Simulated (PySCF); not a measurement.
Gas-phase reaction: 3 SiH₃ + 2 SiHCl₃ = 3 SiHCl₂ + 2 SiH₄

Method: PySCF energies plus ideal-gas RRHO corrections (1 bar). † marks an energy on the PBE0/def2-TZVP geometry and frequencies; other levels use their own. MP2 freezes the core. 6-31G* has spherical d functions here. Open shells (unrestricted): SiH₃ (multiplicity 2), SiHCl₂ (multiplicity 2); the rest are closed-shell singlets. B3LYP is the form with VWN-RPA correlation. SiHCl₂: computed as isolated molecules; such fragments, hydroxides, amides, oligomers or adducts are transient or little studied in the gas. MP2 isn't extrapolated to the basis-set limit; its ΔH°(298 K) is 35.7 kJ in def2-SVP and 22.3 kJ in def2-TZVPP. The harmonic model lacks anharmonicity and excited electronic states, which grow with temperature; levels with a mode under 35 cm⁻¹ are left out.

```json
[
 {"level": "B3LYP/6-31G*", "ΔE electronic, kJ": "-24", "ΔH°(298 K), kJ": "-18", "ΔS°(298 K), J/K": "21", "ΔG°(1600 K), kJ": "-42"},
 {"level": "B3LYP/def2-TZVP†", "ΔE electronic, kJ": "-22", "ΔH°(298 K), kJ": "-16", "ΔS°(298 K), J/K": "19", "ΔG°(1600 K), kJ": "-37"},
 {"level": "HF/6-31G*", "ΔE electronic, kJ": "0", "ΔH°(298 K), kJ": "7", "ΔS°(298 K), J/K": "21", "ΔG°(1600 K), kJ": "-16"},
 {"level": "HF/def2-TZVP†", "ΔE electronic, kJ": "3", "ΔH°(298 K), kJ": "9", "ΔS°(298 K), J/K": "19", "ΔG°(1600 K), kJ": "-12"},
 {"level": "M06-2X/def2-TZVP†", "ΔE electronic, kJ": "-5", "ΔH°(298 K), kJ": "1", "ΔS°(298 K), J/K": "19", "ΔG°(1600 K), kJ": "-20"},
 {"level": "MP2/def2-SVP†", "ΔE electronic, kJ": "30", "ΔH°(298 K), kJ": "36", "ΔS°(298 K), J/K": "19", "ΔG°(1600 K), kJ": "14"},
 {"level": "MP2/def2-TZVPP†", "ΔE electronic, kJ": "16", "ΔH°(298 K), kJ": "22", "ΔS°(298 K), J/K": "19", "ΔG°(1600 K), kJ": "1"},
 {"level": "PBE/def2-TZVP†", "ΔE electronic, kJ": "-21", "ΔH°(298 K), kJ": "-15", "ΔS°(298 K), J/K": "19", "ΔG°(1600 K), kJ": "-36"},
 {"level": "PBE0/def2-SVP†", "ΔE electronic, kJ": "1", "ΔH°(298 K), kJ": "7", "ΔS°(298 K), J/K": "19", "ΔG°(1600 K), kJ": "-14"},
 {"level": "LDA/def2-TZVP†", "ΔE electronic, kJ": "-17", "ΔH°(298 K), kJ": "-11", "ΔS°(298 K), J/K": "19", "ΔG°(1600 K), kJ": "-32"}
]
```
ΔH° is lowest at B3LYP/6-31G* and highest at MP2/def2-SVP†. No reference value is set beside these.
